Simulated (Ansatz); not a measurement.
The input, for Ansatz 0.2.0:

```yaml
crystal:
  periodic: [false, false, false]
  atoms:
    - {symbol: C, position_ang: [0.000000, 0.000000, 0.000000]}
    - {symbol: C, position_ang: [0.000000, 0.000000, 2.351000]}
basis:
  gaussian: {orbitals: 6-31G}
magnetization: {spin_polarized: false}
hamiltonian: {xc: hf}
output: {orbitals: {seedname: orbitals}}
```

```sh
$ ansatz run in.yaml --threads 1 --pin off --events-out ev --progress --plain --max-ram 2393MiB
```

The program prints:

```
254 factors; integrals over basis functions are off by at most 1.3e-4 eV
mean field evaluation 1: about -2045.0140 eV, gradient 4.9e0 eV
mean field evaluation 2: about -2045.0138 eV, gradient 4.9e0 eV
mean field evaluation 4: about -2045.1474 eV, gradient 3.5e-1 eV
mean field evaluation 8: about -2045.1479 eV, gradient 5.8e-5 eV
mean field evaluation 16: about -2046.2628 eV, gradient 3.4e-3 eV
mean field evaluation 32: about -2046.2600 eV, gradient 6.6e-2 eV
mean field evaluation 64: about -2046.2603 eV, gradient 2.5e-3 eV
mean field evaluation 96: about -2045.3995 eV, gradient 1.6e0 eV
mean field evaluation 128: about -2045.1479 eV, gradient 2.5e-5 eV
mean field -2046.26283510 eV, -75.1987721831 hartree, gradient 2.1e-6 eV, S^2 0.000000; 4 other end points of the search recorded, 0 dependent functions left out
reference -2046.26283510 eV, -75.1987721831 hartree; 6, 6 occupied and 12, 12 virtual orbitals, 254 factors
Total energy: -2046.26283510 eV, -75.1987721831 hartree
```

Ran on 1 thread of Arm Neoverse V1, shared host: 0.15 s wall, 0.18 GiB peak host memory.
